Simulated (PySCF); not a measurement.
Molecule: `C#CC(C)(C)C`, C₆H₁₀.

Structure with atom numbers: `[CH:1]#[C:2][C:3]([CH3:4])([CH3:5])[CH3:6]` (H(Xn): hydrogen on atom n).

Geometry PBE0-D3(BJ)/def2-SVP throughout; GIAO in PySCF 2.14, gas phase, one conformer, non-relativistic; equivalent atoms averaged; functional PBE0.

For orientation, cc-pVTZ gives these shifts δ (against TMS at the same level): C1 71.0, C2 94.1, C3 29.3, C4/C5/C6 32.0, H(C1) 1.76, H(C4)/H(C5)/H(C6) 1.18 ppm.

A run gave: C1 65.2, C2 81.8, C3 25.9, C4/C5/C6 30.6, H(C1) 1.66, H(C4)/H(C5)/H(C6) 1.29 ppm (shifts δ (against TMS at the same level)).

Task: Which basis set was used in that run?
A. def2-TZVP
B. cc-pVDZ
C. 6-31G*
D. STO-3G

Result: C. C2 tells them apart best: 6-31G* gives 81.8, STO-3G gives 64.6, def2-TZVP gives 95.3, cc-pVDZ gives 88.5 ppm.
